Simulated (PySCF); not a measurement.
BH3: computed shieldings and shifts

BH3, point group D3h.

Geometry (Å), atoms numbered from 1 in this order:
```xyz
4

B     0.000    0.000    0.000
H     1.206   -0.031    0.015
H    -0.576    1.060   -0.020
H    -0.630   -1.029    0.004
```

GIAO calculations in PySCF 2.14.0 with density-fitted response routines on the PBE0-D3(BJ)/def2-SVP structure: isolated species, non-relativistic, equivalent atoms averaged; basis pcSseg-1.

Task: Give the isotropic shieldings (ppm) with B3LYP, PBE0.

Result: 
```csv
atoms,environment,B3LYP,PBE0
B1,boron bonded to 3 H,3.3,6.4
H2/H3/H4,hydrogen on a boron,23.28,22.99
HOMO–LUMO gap (eV),–,7.48,7.95
```

Task: And the chemical shifts, against references computed in the same way?

Result: 
```json
{"atoms": "B1", "nucleus, reference": "$^{11}$B, BF3·OEt2", "B3LYP": "94.5", "PBE0": "94.3"}
{"atoms": "H2/H3/H4", "nucleus, reference": "$^{1}$H, TMS", "B3LYP": "8.10", "PBE0": "8.28"}
```

Task: Which part of the shielding of B1 depends on the functional?

Result: Diamagnetic: B3LYP 194, PBE0 194 ppm; paramagnetic: B3LYP -191, PBE0 -188 ppm. The diamagnetic part, set mainly by inner electrons, hardly moves; the paramagnetic part goes with low-lying magnetically allowed excitations and carries the spread.

Task: What couplings does B3LYP/pcJ-1 give?

Result: $^{1}J$(B1,H2) = 142.2, $^{2}J$(H2,H3) = 3.4 Hz (averaged over equivalent pairs; isotopes $^{11}$B, $^{1}$H).
